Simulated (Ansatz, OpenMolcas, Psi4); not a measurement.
Strength of the C–H bond: C3H4 → C3H3 + H

Species: C3H4 (propyne) `C#CC`, singlet; C3H3 `[CH]=C=C`, doublet; H atom, doublet. 

Shapes, held fixed at every level: PBE0-D4/def2-TZVP. Programs: Ansatz 0.2.0, OpenMolcas 26.06, Psi4 1.11. A level may come from different programs for different species; with the same settings they agree closely. The zero-point and thermal change to 298 K, harmonic and unscaled (5/2 RT less the spin-orbit lowering for atoms, PBE0-D4/def2-TZVP), is -31.8 kJ/mol.

**What was measured.** Tabulated heats of formation (Active Thermochemical Tables, tabulated atomic heats): C3H4 +185.8 (ATcT); C3H3 +351.5 (ATcT); H +218.0 (atomic table) kJ/mol, which give ΔH(298 K) = +383.7 kJ/mol.

```json
{"level": "HF/def2-SVPD", "kind": "Hartree–Fock", "ΔH (kJ/mol)": "+272.0", "computed − measured": "-111.7"}
{"level": "HF/def2-TZVPP", "kind": "Hartree–Fock", "ΔH (kJ/mol)": "+270.6", "computed − measured": "-113.0"}
{"level": "PBE-D4/def2-TZVPP", "kind": "GGA", "ΔH (kJ/mol)": "+357.1", "computed − measured": "-26.6"}
{"level": "TPSS/def2-SVPD", "kind": "meta-GGA", "ΔH (kJ/mol)": "+363.1", "computed − measured": "-20.6"}
{"level": "B3LYP-D4/def2-TZVPP", "kind": "global hybrid", "ΔH (kJ/mol)": "+366.1", "computed − measured": "-17.6"}
{"level": "BHLYP-D4/def2-TZVPP", "kind": "global hybrid", "ΔH (kJ/mol)": "+365.5", "computed − measured": "-18.2"}
{"level": "B2PLYP/def2-TZVPP", "kind": "double hybrid", "ΔH (kJ/mol)": "+374.3", "computed − measured": "-9.4"}
```

Nearest: B2PLYP/def2-TZVPP (-9.4); farthest: HF/def2-TZVPP (-113.0). 1 of 7 levels lie within 10 kJ/mol. Electron pairs are made or broken, so correlation matters. Spin contamination: C3H3 (⟨S²⟩ up to 0.96). Open shells run unrestricted.
